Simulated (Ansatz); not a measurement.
Cubic Cu3N, treated with PBE (plane waves, PAW; Ansatz, a first-principles code).

Numerical settings: plane-wave cutoff 500 eV, 10×10×10 k mesh, Fermi–Dirac smearing 0.05 eV, no spin polarisation, scalar-relativistic PAW data made under PBE.

Cell (relaxed at this level):

```yaml
crystal:
  lattice:
    - [3.82722, 0.00000, 0.00000]
    - [0.00000, 3.82722, 0.00000]
    - [0.00000, 0.00000, 3.82722]
  atoms:
    - { symbol: Cu, position: [0.00000, 0.00000, 0.50000] }
    - { symbol: Cu, position: [0.50000, 0.00000, 0.00000] }
    - { symbol: Cu, position: [0.00000, 0.50000, 0.00000] }
    - { symbol: N, position: [0.00000, 0.00000, 0.00000] }
```

Q: What does this level give for the band gap?

A: 
band gap: 0.22 eV (on the SCF k mesh)
